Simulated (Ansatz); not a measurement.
`C#CCOC`, charge 0, multiplicity 1.

(1) Give a relaxed structure at PBE0-D4/def2-TZVP (Ansatz 0.2.0). (Estimate.)

## Answers

(1) Ansatz gave: 
Cartesian coordinates in Å:
```
C -0.7859 2.4628 -1.2935
C -0.5900 1.3559 -0.8768
C -0.3743 0.0037 -0.3925
O 0.5952 -0.0032 0.6223
C 0.8218 -1.2986 1.1083
H -0.9557 3.4478 -1.6592
H -1.3273 -0.4044 -0.0195
H -0.0595 -0.6365 -1.2322
H -0.0909 -1.7340 1.5391
H 1.5803 -1.2245 1.8868
H 1.1862 -1.9691 0.3173
```
Point group Cs.
This is one stationary point; other conformers may exist.
